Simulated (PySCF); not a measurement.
Compound: Si(SiH3)H3.
Bonds: Si1–Si2. Hydrogens: H6, H7, H8 on Si1; H3, H4, H5 on Si2.

The closed-shell ground state was solved at several levels (PySCF, density fitting, gas phase, non-relativistic). Geometry: PBE0-D3(BJ)/def2-SVP; no solvent, vibrations or thermal averaging. The dipole stays under 0.02 D at every level.

```
            level  basis functions  total energy (Eh)  HOMO (eV)  LUMO (eV)  gap (eV)
wB97X-D/def2-SVPD               96          -582.3867     -10.21       1.88     12.09
   B3LYP/pcSseg-1               78          -582.6046      -8.26       0.21      8.47
```

Q: Estimate the row for PBE0/pcSseg-1, a basis of 78 functions; the other rows only guide the guess.

A: Total energy -582.2979 Eh, HOMO -8.47 eV, LUMO 0.37 eV, gap 8.84 eV.

Q: Over all these levels, which gives the widest orbital gap and which the narrowest?

A: wB97X-D/def2-SVPD (range-separated hybrid) has the widest, 12.09 eV, and B3LYP/pcSseg-1 (global hybrid, 20 % exact exchange) the narrowest, 8.47 eV. Functional and basis both differ between the two, so the spread mixes both effects.

Note: wB97X-D ran without an empirical dispersion term, which enters the total energy and its gradient alone.
